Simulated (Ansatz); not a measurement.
## How far each method lies from RCCSDT(Q) for O–TaH–O, singlet

Geometry: a PBE0/def2-TZVP stationary point for this spin, not checked as a minimum.

```json
{"atom": "Ta", "x (Å)": "0.0240", "y (Å)": "-0.1509", "z (Å)": "0.0000"}
{"atom": "O", "x (Å)": "-0.0856", "y (Å)": "0.8818", "z (Å)": "-1.3737"}
{"atom": "O", "x (Å)": "-0.0856", "y (Å)": "0.8818", "z (Å)": "1.3737"}
{"atom": "H", "x (Å)": "-1.5850", "y (Å)": "-0.9101", "z (Å)": "0.0000"}
```

Basis def2-SVP with its core potentials; Ansatz 0.2.0. Only valence electrons are correlated (noble-gas cores frozen), which leaves 18 electrons in 59 orbitals. Prefix R: restricted or restricted open-shell reference. No spin–orbit coupling is included; scalar relativity enters through the core potentials alone. The metal's outer-core shells are frozen, which leaves out core–valence correlation.

Full CI isn't at hand for all of this; RCCSDT(Q) serves as the reference, and is uncertain by about the last step of the cluster series.

- UHF ⟨S²⟩: 0.000
- T1 diagnostic (RCCSD): 0.0345
- largest doubles amplitude (RCCSD): 0.053

```
   level  E − E(RHF) (eV)
    RMP2         -15.7131
   RCCSD         -14.7700
RCCSD(T)         -15.5929
```

(1) Estimate how far RCCSDT(Q) in def2-SVP lies from RCCSD(T). The table doesn't fix it; the size of (T) and the diagnostics are the guide.

(1) RCCSDT(Q) in def2-SVP lies 7.3 kJ/mol below RCCSD(T), which is 9 % of the (T) step (-79.4 kJ/mol). T1 is raised, but (T) still catches most of what CCSD lacks. The miss exceeds 1 kcal/mol.

The other levels:

| level | E − E(RCCSDT(Q)) (kJ/mol) | share of correlation (%) | wall time |
| --- | --- | --- | --- |
| RCCSDT | 6.5 | 99.57 | – |

The correlation energy at RCCSDT(Q), counted from RHF, is -15.668 eV. That run took 3.3 s on 2 threads of AMD EPYC 7R13 with a shared H100 80 GB, shared host.

Times hold each run's SCF and search for its determinant on a shared host, so for small cases they say little of a method's own cost; they ran on 1 thread of AMD EPYC 7R13. Some runs computed forces too.

Atomization energy (electronic, same basis, no zero-point term; atoms at the same level, unrestricted beside the R rows where the molecule is a closed shell, but restricted open-shell past Ca, as are all atoms' steps beyond CCSDT(Q)) at RCCSDT(Q): 1629.0 kJ/mol. Errors of other levels:

```csv
level,error (kJ/mol)
RHF,-715.9
RMP2,132.1
RCCSD,-71.4
RCCSD(T),-2.7
RCCSDT,-5.9
```

This basis is far from its limit, so the value isn't to be set against a measured one.
